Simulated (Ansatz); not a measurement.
# C3H2Cl+ (SMILES Clc1c[cH+]1): functionals against CCSD(T) at one geometry

One table from this session's results is given with a row withheld; the runs are named, their logs left out.

Program: Ansatz 0.2.0, Gaussian basis. Level of theory: single points in def2-TZVPP. These are calculated values, not measurements.

Correlated methods freeze the cores.

**Where the work starts**

SMILES `Clc1c[cH+]1`, 6 atoms, charge 1, spin multiplicity 1.

Atoms are counted from 1 here; the program's logs count them from 0.

Bond lengths: Cl1–C2 1.605 Å, C2–C3 1.461 Å, C2–C4 1.363 Å, C3–C4 1.376 Å, C3–H5 1.046 Å, C4–H6 1.216 Å. Angles: Cl1–C2–C3 149.6°, Cl1–C2–C4 152.0°, C3–C2–C4 58.2°, C2–C3–C4 57.3°, C2–C3–H5 154.2°, C4–C3–H5 147.8°, C2–C4–C3 64.5°, C2–C4–H6 152.5°, C3–C4–H6 143.0°.

Coordinates:

```tsv
atom	x (Å)	y (Å)	z (Å)
Cl1	-1.76040	0.19010	1.58710
C2	-0.54500	0.08940	0.54400
C3	0.65170	-0.59870	0.06600
C4	0.09870	0.47420	-0.59390
H5	1.35660	-1.37150	0.06430
H6	0.25330	1.21150	-1.54830
```

Set-up of the first run:

The input, run/in.yaml:

```yaml
crystal:
  periodic: [false, false, false]
  atoms:
    - {symbol: Cl, position_ang: [-1.760400, 0.190100, 1.587100]}
    - {symbol: C, position_ang: [-0.545000, 0.089400, 0.544000]}
    - {symbol: C, position_ang: [0.651700, -0.598700, 0.066000]}
    - {symbol: C, position_ang: [0.098700, 0.474200, -0.593900]}
    - {symbol: H, position_ang: [1.356600, -1.371500, 0.064300]}
    - {symbol: H, position_ang: [0.253300, 1.211500, -1.548300]}
basis:
  gaussian: {orbitals: def2-TZVPP}
total_charge: 1
correlation: {method: ccsd_t}
output: {forces: true}
```

The command line of these runs was not kept.

Steps of the session up to this table: CCSD(T)/def2-TZVPP; PBE0-D4/def2-TZVPP; wB97M-V/def2-TZVPP; r2SCAN-D4/def2-TZVPP; PBE-D4/def2-TZVPP; BHLYP-D4/def2-TZVPP; SPW92/def2-TZVPP.

One of the session's tables, all rows but one given; the rest of the session is left out.

| method | RMS force component (eV/Å) | angle to CCSD(T) forces (°) |
| --- | --- | --- |
| CCSD(T) | 1.818 | reference |
| PBE0-D4 | 1.878 | 10.1 |
| wB97M-V | 1.897 | 9.5 |
| r2SCAN-D4 | 1.812 | 7.6 |
| PBE-D4 | ? | ? |
| BHLYP-D4 | 2.031 | 16.2 |
| SPW92 | 1.787 | 14.0 |

**Question.** Estimate the row for PBE-D4.

As computed: RMS force component (eV/Å): 1.741; angle to CCSD(T) forces (°): 5.1. In the column «RMS force component (eV/Å)» it is the lowest.
